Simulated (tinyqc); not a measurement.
Inside a calculation. Method: ROHF in the sto-3g basis, for NH, spin multiplicity 3. One step of it, computed by the program tinyqc.

Question. Iteration 3: building the Fock matrix. J_ij = sum D_kl (ij|kl) with D = D(alpha) + D(beta), K_ij = sum D_kl (ik|jl) for each spin; F = H + J - K(s); E = tr D H + tr D J / 2 - 0.5 sum_s tr D(s) K(s) + E_nn.

D(alpha) after iteration 2, order 1N 1s, 1N 2s, 1N 2px, 1N 2py, 1N 2pz, 2H 1s:
```
[[1.058127, -0.247380, 0.000000, 0.000000, 0.011454, -0.004424],
 [-0.247380, 1.053474, 0.000000, 0.000000, -0.056602, 0.006704],
 [0.000000, 0.000000, 1.000000, 0.000000, 0.000000, 0.000000],
 [0.000000, 0.000000, 0.000000, 1.000000, 0.000000, 0.000000],
 [0.011454, -0.056602, 0.000000, 0.000000, 0.776372, 0.316818],
 [-0.004424, 0.006704, 0.000000, 0.000000, 0.316818, 0.130136]]
```

D(beta) after iteration 2, order 1N 1s, 1N 2s, 1N 2px, 1N 2py, 1N 2pz, 2H 1s:
```
[[1.058127, -0.247380, 0.000000, 0.000000, 0.011454, -0.004424],
 [-0.247380, 1.053474, 0.000000, 0.000000, -0.056602, 0.006704],
 [0.000000, 0.000000, 0.000000, 0.000000, 0.000000, 0.000000],
 [0.000000, 0.000000, 0.000000, 0.000000, 0.000000, 0.000000],
 [0.011454, -0.056602, 0.000000, 0.000000, 0.776372, 0.316818],
 [-0.004424, 0.006704, 0.000000, 0.000000, 0.316818, 0.130136]]
```

core Hamiltonian H = T + V (hartree), order 1N 1s, 1N 2s, 1N 2px, 1N 2py, 1N 2pz, 2H 1s:
```
[[-24.480481, -5.628412, 0.000000, 0.000000, -0.004715, -0.209567],
 [-5.628412, -6.542623, 0.000000, 0.000000, -0.060146, -0.644284],
 [0.000000, 0.000000, -5.186151, 0.000000, 0.000000, 0.000000],
 [0.000000, 0.000000, 0.000000, -5.186151, 0.000000, 0.000000],
 [-0.004715, -0.060146, 0.000000, 0.000000, -5.213554, -0.622154],
 [-0.209567, -0.644284, 0.000000, 0.000000, -0.622154, -2.461904]]
```

Two-electron integrals (ij|kl) in chemists' order, unique and non-zero (hartree):
```
(11|11) 4.166630   (21|11) 0.640849   (21|21) 0.117461   (22|11) 0.969864
(22|21) 0.220936   (22|22) 0.708245   (31|31) 0.020960   (32|31) 0.032452
(32|32) 0.156449   (33|11) 0.967124   (33|21) 0.220977   (33|22) 0.708086
(33|33) 0.762805   (41|41) 0.020960   (42|41) 0.032452   (42|42) 0.156449
(43|43) 0.041119   (44|11) 0.967124   (44|21) 0.220977   (44|22) 0.708086
(44|33) 0.680568   (44|44) 0.762805   (51|51) 0.020960   (52|51) 0.032452
(52|52) 0.156449   (53|53) 0.041119   (54|54) 0.041119   (55|11) 0.967124
(55|21) 0.220977   (55|22) 0.708086   (55|33) 0.680568   (55|44) 0.680568
(55|55) 0.762805   (61|11) 0.023852   (61|21) 0.004342   (61|22) 0.008138
(61|33) 0.008123   (61|44) 0.008123   (61|51) 0.000219   (61|52) 0.000415
(61|55) 0.008169   (61|61) 0.000163   (62|11) 0.079568   (62|21) 0.018445
(62|22) 0.068477   (62|33) 0.067033   (62|44) 0.067033   (62|51) 0.001512
(62|52) 0.013187   (62|55) 0.071293   (62|61) 0.000701   (62|62) 0.010052
(63|31) 0.001581   (63|32) 0.010081   (63|53) 0.002478   (63|63) 0.001104
(64|41) 0.001581   (64|42) 0.010081   (64|54) 0.002478   (64|64) 0.001104
(65|11) 0.075667   (65|21) 0.017718   (65|22) 0.069891   (65|33) 0.067013
(65|44) 0.067013   (65|51) 0.002688   (65|52) 0.021361   (65|55) 0.075566
(65|61) 0.000691   (65|62) 0.012242   (65|65) 0.015771   (66|11) 0.285030
(66|21) 0.066983   (66|22) 0.283990   (66|33) 0.275621   (66|44) 0.275621
(66|51) 0.004669   (66|52) 0.058310   (66|55) 0.300573   (66|61) 0.002538
(66|62) 0.061038   (66|65) 0.083970   (66|66) 0.774606
```

nuclear repulsion = 1.99689514 hartree

Give: Coulomb J; exchange K(alpha); exchange K(beta); F(alpha); F(beta); total energy of this density.

Answer.

Coulomb J (hartree), order 1N 1s, 1N 2s, 1N 2px, 1N 2py, 1N 2pz, 2H 1s:
```
[[13.835, 2.531, 0.000, 0.000, -0.002, 0.094],
 [2.531, 6.006, 0.000, 0.000, 0.009, 0.568],
 [0.000, 0.000, 5.978, 0.000, 0.000, 0.000],
 [0.000, 0.000, 0.000, 5.978, 0.000, 0.000],
 [-0.002, 0.009, 0.000, 0.000, 6.041, 0.579],
 [0.094, 0.568, 0.000, 0.000, 0.579, 2.450]]
```

exchange K(alpha) (hartree), order 1N 1s, 1N 2s, 1N 2px, 1N 2py, 1N 2pz, 2H 1s:
```
[[4.274, 0.732, 0.000, 0.000, 0.000, 0.030],
 [0.732, 1.206, 0.000, 0.000, -0.015, 0.134],
 [0.000, 0.000, 1.009, 0.000, 0.000, 0.000],
 [0.000, 0.000, 0.000, 1.009, 0.000, 0.000],
 [0.000, -0.015, 0.000, 0.000, 0.896, 0.184],
 [0.030, 0.134, 0.000, 0.000, 0.184, 0.178]]
```

exchange K(beta) (hartree), order 1N 1s, 1N 2s, 1N 2px, 1N 2py, 1N 2pz, 2H 1s:
```
[[4.232, 0.668, 0.000, 0.000, 0.000, 0.027],
 [0.668, 0.893, 0.000, 0.000, -0.015, 0.114],
 [0.000, 0.000, 0.205, 0.000, 0.000, 0.000],
 [0.000, 0.000, 0.000, 0.205, 0.000, 0.000],
 [0.000, -0.015, 0.000, 0.000, 0.813, 0.179],
 [0.027, 0.114, 0.000, 0.000, 0.179, 0.176]]
```

F(alpha) (hartree), order 1N 1s, 1N 2s, 1N 2px, 1N 2py, 1N 2pz, 2H 1s:
```
[[-14.919, -3.830, 0.000, 0.000, -0.007, -0.146],
 [-3.830, -1.743, 0.000, 0.000, -0.037, -0.211],
 [0.000, 0.000, -0.216, 0.000, 0.000, 0.000],
 [0.000, 0.000, 0.000, -0.216, 0.000, 0.000],
 [-0.007, -0.037, 0.000, 0.000, -0.068, -0.227],
 [-0.146, -0.211, 0.000, 0.000, -0.227, -0.190]]
```

F(beta) (hartree), order 1N 1s, 1N 2s, 1N 2px, 1N 2py, 1N 2pz, 2H 1s:
```
[[-14.878, -3.765, 0.000, 0.000, -0.007, -0.143],
 [-3.765, -1.430, 0.000, 0.000, -0.037, -0.191],
 [0.000, 0.000, 0.588, 0.000, 0.000, 0.000],
 [0.000, 0.000, 0.000, 0.588, 0.000, 0.000],
 [-0.007, -0.037, 0.000, 0.000, 0.014, -0.222],
 [-0.143, -0.191, 0.000, 0.000, -0.222, -0.188]]
```

total energy of this density = -53.92105 hartree
